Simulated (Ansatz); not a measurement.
```yaml
crystal:
  periodic: [false, false, false]
  atoms:
    - {symbol: V, position_ang: [0.000000, 0.000000, 0.000000]}
    - {symbol: Si, position_ang: [0.000000, 0.000000, 2.560000]}
basis:
  gaussian: {orbitals: def2-TZVP}
magnetization: {spin_polarized: true, initial_magnetization: 5}
hamiltonian: {xc: pbe0}
relax: {f_tol: 0.004, max_steps: 80}
```

```sh
$ ansatz run in.yaml --threads 1 --pin off --events-out ev --progress --plain --max-ram 2176MiB
```

Steps of the relaxation (energy above the last step; positions in Å, forces in eV/Å):

```
2
step 1, 128.4 meV
V     0.000    0.000    0.000    0.000    0.000    1.215
Si    0.000    0.000    2.560    0.000    0.000   -1.215
```

```
2
step 2, 0.3 meV
V     0.000    0.000    0.089    0.000    0.000    0.072
Si    0.000    0.000    2.471    0.000    0.000   -0.072
```

```
2
step 3, 0.0 meV
V     0.000    0.000    0.094    0.000    0.000   -0.017
Si    0.000    0.000    2.466    0.000    0.000    0.017
```

```
2
step 4, 0.0 meV
V     0.000    0.000    0.093    0.000    0.000    0.000
Si    0.000    0.000    2.467    0.000    0.000    0.000
```

Close pairs at the end: V1–Si2 2.375 Å.

A stationary point of unrestricted PBE0 after 4 steps, with ⟨S²⟩ = 8.836 against 8.75 for a pure state. 46 s on 1 thread of Arm Neoverse V1, shared host.
